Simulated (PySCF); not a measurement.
Compound: C4H8 (charge +1 and doublet state).
Numbering: `[CH3:1][CH:2][CH+:3][CH3:4]` (hydrogens: H5, H6, H7 on C1; H8 on C2; H9 on C3; H10, H11, H12 on C4)

Geometry (GFN2-xTB, Å), atoms numbered from 1 in this order:
```xyz
12
C4H8 angstrom
C      1.9160   -0.1287    0.0447
C      0.5373   -0.2196   -0.3787
C     -0.5366    0.2219    0.3733
C     -1.9158    0.1226   -0.0464
H      2.4964    0.4515   -0.6891
H      2.4042   -1.1109   -0.0318
H      2.0448    0.2906    1.0393
H      0.3394   -0.6629   -1.3494
H     -0.3387    0.6749    1.3393
H     -2.0476   -0.3299   -1.0258
H     -2.3949    1.1120   -0.0092
H     -2.5033   -0.4222    0.7078
```

The hyperfine couplings belong to this conformer and change with its torsions.

Computed with UKS B3LYP, pcH-1 on C H, non-relativistic, mean-field spin-orbit, GIAO (PySCF 2.14.0). Geometry: GFN2-xTB, one conformer, isolated ion. A GFN2-xTB geometry isn't a minimum of the functional, and hyperfine couplings can be far from their values at a DFT geometry, by a factor of two or more for some ions and for spin on atoms past the first row. The SCF solution wasn't tested for stability.

Principal values of hyperfine tensors in MHz (contact and dipolar terms together), for some of the nuclei:

```json
{"atom": "H5", "isotope": "1H", "A1": "141.48", "A2": "143.80", "A3": "157.66", "alike by the symmetry of this geometry": "none"}
{"atom": "H12", "isotope": "1H", "A1": "134.38", "A2": "136.60", "A3": "150.51", "alike by the symmetry of this geometry": "none"}
{"atom": "H11", "isotope": "1H", "A1": "131.65", "A2": "133.95", "A3": "147.59", "alike by the symmetry of this geometry": "none"}
{"atom": "H8", "isotope": "1H", "A1": "-45.64", "A2": "-33.31", "A3": "-7.28", "alike by the symmetry of this geometry": "none"}
{"atom": "H9", "isotope": "1H", "A1": "-45.64", "A2": "-33.30", "A3": "-7.27", "alike by the symmetry of this geometry": "none"}
{"atom": "C2", "isotope": "13C", "A1": "-17.03", "A2": "-13.83", "A3": "92.11", "alike by the symmetry of this geometry": "C3"}
{"atom": "C4", "isotope": "13C", "A1": "-25.08", "A2": "-22.20", "A3": "-8.70", "alike by the symmetry of this geometry": "C1"}
{"atom": "H10", "isotope": "1H", "A1": "-5.32", "A2": "-3.37", "A3": "3.43", "alike by the symmetry of this geometry": "H7"}
```

Task: Split each tensor into its isotropic and traceless parts, and turn a_iso into mT with g = 2.0027.

Result: a_iso is a third of the trace, T = A − a_iso, and a(mT) = a(MHz)/(g × 13.996).

```csv
atom,a_iso (MHz),a_iso (mT),T1,T2,T3
H5,147.65,5.267,-6.17,-3.84,10.01
H12,140.50,5.012,-6.11,-3.90,10.01
H11,137.73,4.914,-6.08,-3.78,9.86
H8,-28.74,-1.025,-16.90,-4.56,21.47
H9,-28.74,-1.025,-16.90,-4.57,21.47
C2,20.41,0.728,-37.45,-34.25,71.69
C4,-18.66,-0.666,-6.42,-3.54,9.96
H10,-1.75,-0.063,-3.56,-1.62,5.18
```

Task: What spin density at the nucleus of C4 lies behind its contact coupling (g_N = 1.40482)?

Result: a_FC = 800.24 MHz bohr³ × g_N × ρ(0)/(2S). With a_FC = -18.66 MHz and 2S = 1, ρ(0) = -0.0166 bohr⁻³.

Task: H6 (1H, g_N = 5.58569) isn't in the table. Its spin density at the nucleus is 0.02912 bohr⁻³. What is its contact coupling?

Result: By the same relation, a_FC = 130.2 MHz. Its full tensor has the principal values 124.17, 126.36, 140.01 MHz.

Task: Name the largest traceless tensor T of the table and describe it.

Result: C2: -37.4, -34.2, 71.7 MHz, nearly axial, close to the ratio −1:−1:+2, the form that spin in one p orbital centred on that nucleus gives.

Task: In a single crystal, with the field along each principal axis of the tensor of H11 in turn, what first-order splitting does this nucleus give (isotropic g, quadrupole terms neglected)?

Result: 2 lines (I = 1/2), spaced by |A_i|/(g × 13.996): 4.70, 4.78, 5.27 mT along the axes of A1, A2 and A3.
